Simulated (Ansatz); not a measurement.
Rhombohedral A7 Sb was calculated with HSE06 in Ansatz (PAW).

The input as run:

Ansatz 0.2 input:
```yaml
crystal:
  lattice:
    - [4.0609230857, -2.156861548, 0.0331735013]
    - [4.0609230857, 2.156861548, 0.0331735013]
    - [2.8863879872, 0.0, 3.579526912]
  atoms:
    - { symbol: Sb, position: [0.2310850024, 0.2310850024, 0.2310850024] }
    - { symbol: Sb, position: [0.7689149976, 0.7689149976, 0.7689149976] }
basis:
  ecutwfc: 460
  ecutrho_ratio: 4
  xc_grid: 2
kpoints:
  mp_grid: { grid: [8, 8, 8] }
hamiltonian:
  xc: hse06
  dispersion: none
  pseudopotentials: { kind: paw }
scf:
  occupations: { method: fermi_dirac, width: 0.05 }
  convergence: { dr2_threshold: 0.0000000002 }
output:
  forces: true
  stress: true
  eigenvalues: true
```

The run printed, among other lines:

```
WARN output.stress: scf.exx.energy_threshold = 1e-6 eV is looser than the 2e-8 eV advised for a stress under a hybrid functional (1e-8 eV for each atom of the …
Crystal: 2 atoms, lattice volume = 62.292 Å³
Basis set: ecut = 460 eV, 1381 PW (Γ), exchange–correlation on 72×72×72 points (8 copies of the dense FFT grid, shifted against one another)
Bands: 19, of which v1, the nominal top of the filled ones, is band 15 counted from 1 (14 counted from 0)
Symmetry: 12 space group operations
Space group: R-3m (ITA 166), of the structure as read, at distance tolerance 4.0e-5 Å
k-points: 65 of 512
SCF iter   1: F=—  HF=-12968.972181 eV  |F-HF|=—  |Δ(HF+E_count)|=         —  Δρ=1.42e-3  dr2=1.28e-3
SCF iter   2: F=—  HF=-12968.972862 eV  |F-HF|=—  |Δ(HF+E_count)|=   6.81e-4  Δρ=8.32e-4  dr2=3.47e-4
  ...
SCF 1 converged in 9 iterations: F = -12968.973022 eV  dr2 = 1.05e-10
Crystal: 2 atoms, lattice volume = 62.292 Å³
Initial density: handed on by an earlier stage of this run
Crystal: 2 atoms, lattice volume = 62.292 Å³
Crystal: 2 atoms, lattice volume = 62.292 Å³
SCF iter   1: F=—  HF=-12977.469246 eV  |F-HF|=—  |Δ(HF+E_count)|=         —  Δρ=8.07e-7  dr2=3.21e-10
SCF iter   2: F=-12977.469246 eV  HF=-12977.469246 eV  |F-HF|=0.00e0  |Δ(HF+E_count)|=  3.82e-11  Δρ=1.40e-7  dr2=4.28e-11
SCF 4 converged in 2 iterations: F = -12977.469246 eV  dr2 = 4.28e-11
Free energy (F): -12977.469246 eV
Internal energy: -12977.467556 eV  (E = F + TS)
E sigma→0 (E₀):  -12977.468401 eV
Fermi energy:    9.822129 eV
--- Forces (eV/Å), atoms counted from 1 ---
  atom   1  Sb    -0.00214832    -0.00000000    -0.00071151
  atom   2  Sb     0.00214832     0.00000000     0.00071151
--- Stress (GPa, compression-positive) ---
       -0.006390       0.000000       0.001096
        0.000000      -0.009699      -0.000000
        0.001096      -0.000000      -0.009336
  P = ⅓ Tr σ = -0.0085 GPa (-0.085 kbar)
```

The PAW data were made under PBE.

Note: the cell comes from a level without a dispersion term, which matters for the spacing of layers, chains or molecules.

Cost on a shared machine: roughly 5 core-minutes.

Ansatz is a program for electronic structure.
